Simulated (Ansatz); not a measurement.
We consider HfO2 (P2₁/c, No. 14), described by HSE06 (Ansatz, a program for electronic structure, plane waves, PAW).

Run with plane-wave cutoff 460 eV, 6×6×6 k mesh, Fermi–Dirac smearing 0.01 eV, scalar-relativistic PAW data made under PBE.

Cell (relaxed at this level):

```cif
data_Hf4O8
_chemical_formula_sum 'Hf4 O8'
_space_group_name_H-M_alt 'P21/c'
_space_group_IT_number 14
_space_group_name_Hall '-P 2ybc'
_cell_length_a 5.12710
_cell_length_b 5.17434
_cell_length_c 5.30101
_cell_angle_alpha 90.000
_cell_angle_beta 99.569
_cell_angle_gamma 90.000
loop_
_atom_site_label
_atom_site_type_symbol
_atom_site_symmetry_multiplicity
_atom_site_Wyckoff_symbol
_atom_site_fract_x
_atom_site_fract_y
_atom_site_fract_z
_atom_site_occupancy
Hf1 Hf 4 e 0.27557 0.04151 0.20776 1
O1 O 4 e 0.55023 0.25718 0.02184 1
O2 O 4 e 0.06838 0.33007 0.34770 1
```

Question: What does this level give for the band gap, smallest direct gap on the k points sampled and Γ–Γ gap?

Answer: 
- band gap = 5.72 eV (on the SCF k mesh)
- smallest direct gap on the k points sampled = 5.81 eV
- Γ–Γ gap = 6.22 eV

Measured, for comparison: band gap 5.7 eV (temperature not stated, no zero-point or thermal correction, our sources range from 5.70 to 5.84; as tabulated in Choudhary et al. (2018), arXiv:1804.01032).

Note: the relaxation could not lower the start's symmetry, so the cell can be a saddle point above a distorted one.

Spin–orbit coupling is not included.

Computed values are for the static lattice.
